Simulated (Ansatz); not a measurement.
# SiPO (doublet): the correlation ladder, def2-QZVPP

One table from this session's results is given with a row withheld; the runs are named, their logs left out.

Program: Ansatz 0.2.0, Gaussian basis. Level of theory: def2-QZVPP, core rule «outside noble gas», up to 11 orbitals frozen. These are calculated values, not measurements.

Plan: UHF; ROHF; CCSD(T) on UHF.

### The system

The geometry is a PBE0/def2-TZVP stationary point (not a proven minimum) of the parent state, kept for this charge and spin.

3 atoms, charge 0, spin multiplicity 2.

Atoms are counted from 1 here; the program's logs count them from 0.

Bond lengths: O1–P2 1.484 Å, P2–Si3 2.271 Å. Angles: O1–P2–Si3 116.0°.

Set-up of the first run:

The input, in.yaml:

```yaml
crystal:
  periodic: [false, false, false]
  atoms:
    - {symbol: O, position_ang: [0.000000, -0.621986, 1.603231]}
    - {symbol: P, position_ang: [0.000000, 0.473546, 0.601473]}
    - {symbol: Si, position_ang: [0.000000, -0.167920, -1.576637]}
basis:
  gaussian: {orbitals: "def2-QZVPP.json"}
magnetization: {spin_polarized: true, initial_magnetization: 1}
hamiltonian: {xc: hf}
output: {orbitals: {seedname: orbitals}}
```

Launch:

```
$ ansatz run in.yaml --threads 1 --pin off --events-out ev --progress --plain --max-ram 2393MiB
```

Among the steps run: UHF; ROHF; CCSD(T) on UHF.

One table of the session follows, with a row left open; its other results are not shown here.

It belongs to the step «Misses and costs». 

```
  method  from UCCSD(T) (kJ/mol)
    ROHF                 +1397.1
    UMP2                  +145.4
   UCCSD                       ?
UCCSD(T)                       0
```

**Question.** Estimate the row for UCCSD.

As computed: from UCCSD(T) (kJ/mol): +76.5. In the column «from UCCSD(T) (kJ/mol)» it lies between UCCSD(T) (0) and UMP2 (+145.4).

Left out of the table: UHF (another determinant or state than the rows shown).

Caveats from the session: The determinant is far from a pure spin state, so its energy mixes those of several spin states (harmless only where they are near-degenerate, as at dissociation). Warnings: spin contamination; coupled cluster took another determinant than the lowest.
